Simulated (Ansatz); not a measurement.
# CH₂ (triplet): the correlation ladder, 6-31G

How much of the correlation energy of CH₂ (triplet) does each wave-function method recover here?

The runs use Ansatz 0.2.0, Gaussian basis; 6-31G, core rule «outside noble gas», up to 1 orbitals frozen.

To be run: UHF; CCSD(T) on ROHF; CCSD(T) on UHF; BCCD(T) on ROHF; CISD; CCSDT(Q) on ROHF; CCSDT(Q) on UHF; CISDTQ; CCSDTQ on ROHF; CCSDTQ on UHF; CASSCF and MRCISD+Q, 6 electrons in 6 orbitals; CASSCF and MRCISD+Q(relaxed), 6 electrons in 6 orbitals; CASSCF and NEVPT2, 6 electrons in 6 orbitals; Full CI.

24 further runs of the same task are left out: 4 that didn't finish, 20 set aside as unsound or not needed.

## Step 1: The geometry

The geometry is an MP2(full)/6-31G* stationary point (not a proven minimum).

3 atoms, charge 0, spin multiplicity 3.

Atoms are counted from 1 here; the program's logs count them from 0.

Bond lengths: C1–H2 1.077 Å, C1–H3 1.077 Å. Angles: H2–C1–H3 131.6°.

Geometry (Å):

```xyz
3
CH2
C     0.0000    0.0000    0.0635
H     0.0000    0.9826   -0.3781
H     0.0000   -0.9826   -0.3781
```

## Step 2: UHF

Contents of in.yaml:

```yaml
crystal:
  periodic: [false, false, false]
  atoms:
    - {symbol: C, position_ang: [0.000000, 0.000000, 0.063455]}
    - {symbol: H, position_ang: [0.000000, 0.982622, -0.378068]}
    - {symbol: H, position_ang: [0.000000, -0.982622, -0.378068]}
basis:
  gaussian: {orbitals: 6-31G}
magnetization: {spin_polarized: true, initial_magnetization: 2}
hamiltonian: {xc: hf}
output: {orbitals: {seedname: orbitals}}
```

Launch:

```
$ ansatz run in.yaml --threads 1 --pin off --events-out ev --progress --plain --max-ram 4160MiB --backend cpu
```

Further steps of the session: CCSD(T) on ROHF; CCSD(T) on UHF; BCCD(T) on ROHF; CISD; CCSDT(Q) on ROHF; CCSDT(Q) on UHF; CISDTQ; CCSDTQ on ROHF; CCSDTQ on UHF; CASSCF and MRCISD+Q, 6 electrons in 6 orbitals; CASSCF and MRCISD+Q(relaxed), 6 electrons in 6 orbitals; CASSCF and NEVPT2, 6 electrons in 6 orbitals; Full CI.

Q: Predict the results of all the runs planned. Wanted: FCI below the RHF energy; RMP2 from FCI; UMP2 from FCI; RCCSD from FCI; RCCSD(T) from FCI; UCCSD(T) from FCI; RCCSDT(Q) from FCI; UCCSDT(Q) from FCI; NEVPT2 valence from FCI.

**Answer**, as computed:

```
                          quantity                                                                                                                                                                   value
          FCI below the RHF energy                                                                                                                                                              -1.9842 eV
                     RMP2 from FCI                                                                                                                                                         +10.90 kcal/mol
                     UMP2 from FCI                                                                                                                                                          +9.96 kcal/mol
                    RCCSD from FCI                                                                                                                                                          +0.53 kcal/mol
                 RCCSD(T) from FCI                                                                                                                                                          +0.15 kcal/mol
                 UCCSD(T) from FCI                                                                                                                                                          +0.14 kcal/mol
                RCCSDT(Q) from FCI                                                                                                                                                           0.00 kcal/mol
                UCCSDT(Q) from FCI                                                                                                                                                          -0.01 kcal/mol
           NEVPT2 valence from FCI                                                                                                                                                          +4.97 kcal/mol
         MRCISD+Q valence from FCI                                                                                                                                                          +0.12 kcal/mol
MRCISD+Q(relaxed) valence from FCI                                                                                                                                                          -0.03 kcal/mol
 levels within 1 kcal/mol (43 meV)  RCCSD, UCCSD, RCCSD(T), UCCSD(T), BCCD(T), RCCSDT, UCCSDT, CISDTQ, RCCSDT(Q), UCCSDT(Q), RCCSDTQ, UCCSDTQ, MRCISD valence, MRCISD+Q valence, MRCISD+Q(relaxed) valence
                     T1 diagnostic                                                                                                                                                                   0.021
    effectively unpaired electrons                                                                                                                                                                    2.01
```

**Reading.** RCCSD(T) lands +0.15 kcal/mol from the yardstick (0.3 % of the correlation energy). One determinant dominates. Of the multireference levels listed MRCISD+Q(relaxed) valence comes nearest in total energy (-0.03 kcal/mol), which doesn't show that its space is the better one. These misses are within one basis, not against nature; the frozen cores of restricted and unrestricted runs differ, which can shift their rows.
